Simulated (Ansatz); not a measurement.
# UCCSDTQ/STO-3G run of OF (Oxygen monofluoride)

Aim: the energy change on altering one bond length of OF (Oxygen monofluoride) at UCCSDTQ/STO-3G, from 2 runs. 

The calculation is run with Ansatz 0.2.0.

43 further runs of the same task are left out: 6 that didn't finish, 37 set aside as unsound or not needed.

**1. Starting point**

The species is OF (2 atoms), meant as a doublet with charge 0. SMILES: `[O]F`. The shape is that of a GFN2-xTB optimisation.

Bond lengths: O1–F2 1.298 Å.

**2. A single-point energy at UCCSDTQ/STO-3G**

Input file input.yaml:

```yaml
crystal:
  periodic: [false, false, false]
  atoms:
    - {symbol: O, position_ang: [0.000000, 0.000000, 0.000000]}
    - {symbol: F, position_ang: [0.000000, 0.000000, 1.298450]}
basis:
  gaussian:
    orbitals: STO-3G
magnetization:
  spin_polarized: true
  initial_magnetization: 1
correlation:
  method: ccsdtq
  frozen_orbitals: {F: 1, O: 1}
accuracy: high
scf:
  omitted_lower_state_checks: [cluster_reference, increment]
```

Run with:

```console
$ ansatz run input.yaml --threads 1 --pin off --max-ram 2610MiB --events-out events.jsonl --progress --plain --runs-dir runs
```

What it wrote, shortened:

```text
Warning: RAYON_NUM_THREADS=1 ignored (pool sized by the plan → 1); use --threads N
Functional definition: HF
  name "HF"
[...]
149 factors; integrals over basis functions are off by at most 4.4e-8 eV
[...]
mean field -4674.93074780 eV, -171.8005361999 hartree, gradient 3.0e-8 eV, S^2 0.757356; 2 other end points of the search recorded, 0 dependent functions left out
2 core orbitals not correlated: weight in the atoms' cores, before any rotation towards them, 1.000 or more for the frozen orbitals, at most 0.000 for the correlated occupied ones
reference -4674.93074780 eV, -171.8005361999 hartree; 7, 6 occupied and 1, 2 virtual orbitals, 149 factors
second order -1.08335937 eV of doubles, -0.00000000 eV of singles
cycle   1  -1.35588207 eV  change   -2.7e-1 eV  update   5.8e-2
[...]
cycle  21  -1.66551662 eV  change    1.1e-9 eV  update   1.1e-9
Total energy: -4676.59626442 eV, -171.8617428067 hartree
Checks for a lower state left out: cluster_reference, increment
```

Run time: 2.3 s. Hardware: 1 thread of Arm Neoverse V1, shared host.

**3. The distorted shape**

Input file in.yaml:

```yaml
crystal:
  periodic: [false, false, false]
  atoms:
    - {symbol: O, position_ang: [0.000000, 0.000000, -0.324650]}
    - {symbol: F, position_ang: [0.000000, 0.000000, 1.298450]}
basis:
  gaussian:
    orbitals: STO-3G
magnetization:
  spin_polarized: true
  initial_magnetization: 1
correlation:
  method: ccsdtq
  frozen_orbitals: {F: 1, O: 1}
accuracy: high
scf:
  omitted_lower_state_checks: [cluster_reference, increment]
```

Run with:

```console
$ ansatz run in.yaml --threads 1 --pin off --max-ram 2610MiB --events-out events.jsonl --progress --plain --runs-dir runs
```

What it wrote:

```text
Warning: RAYON_NUM_THREADS=1 ignored (pool sized by the plan → 1); use --threads N
[... 15 lines left out ...]
2 core orbitals not correlated: weight in the atoms' cores, before any rotation towards them, 1.000 or more for the frozen orbitals, at most 0.000 for the correlated occupied ones
[... 45 lines left out ...]
Total energy: -4676.01819448 eV, -171.8404991282 hartree
Checks for a lower state left out: cluster_reference, increment
```

Wall time 2.7 s (1 thread of Arm Neoverse V1, shared host).

**4. Outcome**

Level: UCCSDTQ/STO-3G, 2 core orbitals frozen.

| quantity | value |
| --- | --- |
| first shape: total energy | -171.86174 Eh |
| first shape: correlation energy (2 core orbitals frozen) | -61.2 mEh |
| first shape: ⟨S²⟩ of the reference determinant | 0.757 |
| first shape: T1 diagnostic | 0.025 |
| distorted shape: total energy | -171.84050 Eh |
| distorted shape: correlation energy (2 core orbitals frozen) | -50.8 mEh |
| distorted shape: ⟨S²⟩ of the reference determinant | 1.429 |
| distorted shape: T1 diagnostic | 0.072 |
| energy change with the O1–F2 bond stretched from 1.298 to 1.623 Å | 0.578 eV |

What this shows: With the O1–F2 bond stretched from 1.298 to 1.623 Å the energy rises by 0.58 eV (55.8 kJ/mol). The first shape isn't relaxed at this level, so the change isn't measured from a minimum. The minimal basis adds a large error of its own. ⟨S²⟩ (distorted shape) is 1.43 where a pure doublet has 0.75: the reference is spin-contaminated.
